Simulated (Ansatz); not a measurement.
Consider MgO in the rock salt structure (space group Fm-3m, No. 225; a = 4.254 Å).

Levels (all Ansatz, an electronic-structure program, PAW): PBE (420 eV, no spin-orbit coupling); PBEsol (420 eV, no SOC); r2SCAN (500 eV, spin-orbit coupling left out); HSE06 (420 eV, no spin-orbit coupling).

Levels that relaxed their own cell: PBE and PBEsol.

```csv
level,band gap,lattice parameter a
PBE,4.46 eV,4.254 Å
PBEsol,4.62 eV,4.214 Å
r2SCAN,5.61 eV,–
HSE06,6.47 eV,–
```

Measured: band gap 8.36 eV (static lattice; corrected from measurement; as listed in Wei Chen et al., Physical Review Materials (2018)); lattice parameter a 4.189 Å (static lattice; corrected from measurement; as listed in Daniel Mejia-Rodriguez, S. B. Trickey, Phys. Rev. B (2018)).

Computed minus measured — band gap: PBE -3.90 eV, PBEsol -3.74 eV, r2SCAN -2.75 eV, HSE06 -1.89 eV (closest: HSE06); lattice parameter a: PBE +1.5 %, PBEsol +0.6 % (closest: PBEsol). A measured gap can be an optical one, lowered by exciton binding.

Single points use the geometry relaxed with PBEsol. Whether these cells are dynamically stable was not tested.
